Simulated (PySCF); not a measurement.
Species: trithiane, C3H6S3.
SMILES: `C1SCSCS1`

The closed-shell ground state was solved at several levels (PySCF, density fitting, gas phase, non-relativistic). One conformer (not necessarily the lowest) at the PBE0-D3(BJ)/def2-SVP geometry, without solvent, vibrations or thermal averaging.

```tsv
level	basis functions	total energy (Eh)	HOMO (eV)	LUMO (eV)	gap (eV)	dipole (D)
CAM-B3LYP/def2-SVPD	189	-1312.0066	-7.94	0.80	8.74	2.16
B3LYP/def2-TZVP	240	-1312.6270	-6.32	-0.15	6.17	2.06
B3LYP/cc-pVTZ	276	-1312.6378	-6.33	-0.12	6.21	2.08
PBE0/pcSseg-1	153	-1311.8678	-6.66	0.17	6.83	2.30
B3LYP/6-31G*	108	-1312.4759	-6.23	0.17	6.40	2.33
```

(1) What might mPW1PW91/pcSseg-2 (321 basis functions) give for the same quantities?

(2) Over all these levels, which gives the widest orbital gap and which the narrowest?

(3) How much does the basis alone move the frontier levels among the 3 B3LYP rows?

(4) How far do the dipole and the HOMO energy spread over the levels?

Results:

(1) Total energy -1312.6374 Eh, HOMO -6.64 eV, LUMO -0.09 eV, gap 6.55 eV, dipole 2.19 D.

(2) CAM-B3LYP/def2-SVPD (range-separated hybrid) has the widest, 8.74 eV, and B3LYP/def2-TZVP (global hybrid, 20 % exact exchange) the narrowest, 6.17 eV. Functional and basis both differ between the two, so the spread mixes both effects.

(3) The HOMO by 0.10 eV and the LUMO by 0.32 eV. By rising basis size (HOMO, LUMO in eV): 6-31G* -6.23, 0.17; def2-TZVP -6.32, -0.15; cc-pVTZ -6.33, -0.12.

(4) The dipole runs from 2.06 to 2.33 D (mean 2.19 D) and the HOMO from -7.94 to -6.23 eV.
